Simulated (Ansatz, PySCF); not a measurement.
Species: LiF (charge +1, doublet). 
Structure (B3LYP-D3(BJ)/def2-TZVP (Ansatz, a quantum-chemistry and plane-wave program) minimum search):
```
Li
F 1 2.0392
```
Charge +1, spin multiplicity 2.

Total electronic energies in hartree. Valence correlation only, unless marked. Open shells are spin-unrestricted. No spin-orbit coupling. Non-relativistic. CBS marks a two-point X^-3 extrapolation of the correlation energy; Hartree-Fock from the larger set.

```csv
level,program,energy (Eh)
HF/def2-TZVPD,PySCF,-106.65769
HF/def2-TZVPP,Ansatz,-106.65647
HF/def2-QZVPP,Ansatz,-106.66184
TPSS-D3(BJ)/def2-TZVPD,PySCF + dftd3,-107.07165
r2SCAN-D4/def2-TZVPD,Ansatz + dftd4,-107.01938
B3LYP-D3(BJ)/def2-TZVPD,Ansatz + dftd3,-107.06849
B3LYP/def2-TZVPD,Ansatz,-107.06804
PBE0/6-31G*,Ansatz,-106.90461
PBE0/def2-SVP,Ansatz,-106.82244
BHLYP-D4/def2-TZVPD,Ansatz + dftd4,-107.03788
LC-wPBE/def2-TZVPD,Ansatz,-106.99241
MP2/STO-3G,Ansatz,-105.17505
MP2/def2-SVP,Ansatz,-106.66815
MP2/def2-TZVPP,Ansatz,-106.85477
MP2/def2-QZVPP,Ansatz,-106.88236
"RI-MP2/CBS(def2-TZVPP,def2-QZVPP)",Ansatz,-106.8985
SCS-MP2/STO-3G,Ansatz,-105.17536
SCS-MP2/def2-SVP,Ansatz,-106.66508
SCS-MP2/def2-SVPD,Ansatz,-106.67542
CCSD/def2-TZVPPD,Ansatz,-106.86921
CCSD(T)/def2-TZVPPD,Ansatz,-106.87300
CCSDT(Q)/def2-SVP,Ansatz,-106.68088
"CCSD(T)/CBS(def2-TZVPPD,def2-QZVPPD)",Ansatz,-106.9129
```

Totals of different functionals don't rank their quality; only differences between species are comparable.
